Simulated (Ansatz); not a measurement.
Cost and result for the atomization energy of `[BH2][AlH][SiH3]` (9 atoms, 8 bonds).

```xyz
9

B     0.367   -1.332   -1.746
Al   -0.777   -0.018   -0.558
Si    0.148    0.925    1.525
H     1.114   -0.945   -2.602
H     0.353   -2.523   -1.595
H    -2.252    0.425   -0.975
H     0.457    2.373    1.333
H     1.410    0.264    1.963
H    -0.820    0.831    2.656
```

Total charge 0; spin multiplicity 1. The structure was optimised at the PBE0-D4/def2-TZVP level. Program: Ansatz. All runs use 2 threads of an AMD EPYC 9B14 on a shared host. Times are those of one run each, without the atoms' runs, and a repeat can differ threefold. Electronic energies, without spin–orbit coupling; frozen cores. CCSD(T)/CBS adds CCSD(T) − MP2 in def2-TZVPP to the MP2 limit, and its time is that of the two runs behind it. T1 = 0.013. HSE06 is the plane-wave form, built on full-range PBE exchange.

CCSD(T)/CBS is a level of theory with its own doubt, some kJ/mol a heavy atom from the limit and from the frozen cores, so smaller differences don't rank the functionals.

| level | functions | wall time |
| --- | --- | --- |
| LDA (SPW92)/def2-TZVPP | 199 | 0.95 s |
| CCSD(T)/def2-SVP | 80 | 1.1 s |
| revPBE-D4/def2-TZVPP | 199 | 1.4 s |
| BLYP-D4/def2-TZVPP | 199 | 1.6 s |
| PBE-D4/def2-TZVPP (with forces) | 199 | 1.8 s |
| BHLYP-D4/def2-TZVPP | 199 | 2 s |
| HSE06-D4/def2-TZVPP | 199 | 2.1 s |
| CAM-B3LYP-D4/def2-TZVPP | 199 | 2.5 s |
| B2PLYP/def2-TZVPP | 199 | 3.5 s |
| B97M-V/def2-TZVPP | 199 | 6 s |
| MP2/def2-QZVPP | 377 | 11 s |
| CCSD(T)/def2-TZVPP | 199 | 21 s |
| CCSD(T)/CBS(def2) | – | 31 s |

(1) What atomization energy does each give, and how far from CCSD(T)/CBS? (An estimate is asked.)

Results:

(1) Ansatz gave: 
| level | atomization (kcal/mol) | difference from CCSD(T)/CBS | per bond |
| --- | --- | --- | --- |
| LDA (SPW92)/def2-TZVPP | 644.6 | 55.8 | 7.0 |
| CCSD(T)/def2-SVP | 557.0 | -31.8 | -4.0 |
| revPBE-D4/def2-TZVPP | 575.9 | -12.9 | -1.6 |
| BLYP-D4/def2-TZVPP | 582.3 | -6.5 | -0.8 |
| PBE-D4/def2-TZVPP (with forces) | 583.3 | -5.5 | -0.7 |
| BHLYP-D4/def2-TZVPP | 587.6 | -1.2 | -0.1 |
| HSE06-D4/def2-TZVPP | 584.1 | -4.7 | -0.6 |
| CAM-B3LYP-D4/def2-TZVPP | 592.5 | 3.7 | 0.5 |
| B2PLYP/def2-TZVPP | 581.9 | -6.9 | -0.9 |
| B97M-V/def2-TZVPP | 598.3 | 9.5 | 1.2 |
| MP2/def2-QZVPP | 576.8 | -12.0 | -1.5 |
| CCSD(T)/def2-TZVPP | 575.9 | -12.9 | -1.6 |
| CCSD(T)/CBS(def2) | 588.8 | 0.0 | 0.0 |

From PBE to PBE0 (25 % exact exchange), in def2-TZVPP and without D4, the atomization energy moves by +1.1 kcal/mol. Leaving LDA and LC-ωPBE aside and taking each functional with its dispersion term where it has one, the values spread over 22.4 kcal/mol, from revPBE-D4 to B97M-V. LDA lies +64.6 kcal/mol from PBE without D4, its usual overbinding. The D4 term adds +5.4 kcal/mol with B3LYP and +2.8 kcal/mol with PBE0; it sums over pairs of atoms, weighted by their polarisabilities, and B3LYP, whose exchange is more repulsive, gets the larger term.

B3LYP here is the variant with VWN-RPA as its local correlation; programs differ in this.
